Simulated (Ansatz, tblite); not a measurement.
Cost and result up the ladder for AlH2(OH) (AlOH₃) (5 atoms). The state is a singlet with charge 0. Geometry: r2SCAN-D4/def2-TZVP.

Cartesian coordinates in Å:
```
Al -0.025 -0.385 -0.337
H 0.505 0.287 -1.669
H -0.488 -1.886 -0.220
O -0.123 0.530 1.089
H 0.131 1.453 1.138
```

Ansatz on 4 threads of Arm Neoverse V2 on a shared host; xTB runs through tblite on one thread. Times are rough, summed over both states, and most runs start from the orbitals of an earlier one. PBE0-D4/def2-TZVP serves as the yardstick here, not as an exact answer. The other state is a doublet.

The xTB rows come from tblite. Correlated methods freeze 6 core orbitals.

Raw xTB energies of ions are shifted by several eV.

```tsv
level	functions	wall time	vertical IE (eV)	difference from PBE0-D4/def2-TZVP (eV)	remarks
GFN2-xTB	16	0.004 s	14.79	3.91	–
GFN1-xTB	19	0.005 s	15.75	4.88	–
PBE-D4/def2-TZVP (with forces)	86	1.1 s	10.53	-0.35	–
PBE0-D4/def2-TZVP	86	1.4 s	10.88	0.00	–
r2SCAN-D4/def2-TZVP	86	2.2 s	10.67	-0.21	–
CCSD(T)/def2-TZVPP	115	6.5 s	11.23	0.36	large T1 (+1 doublet)
```
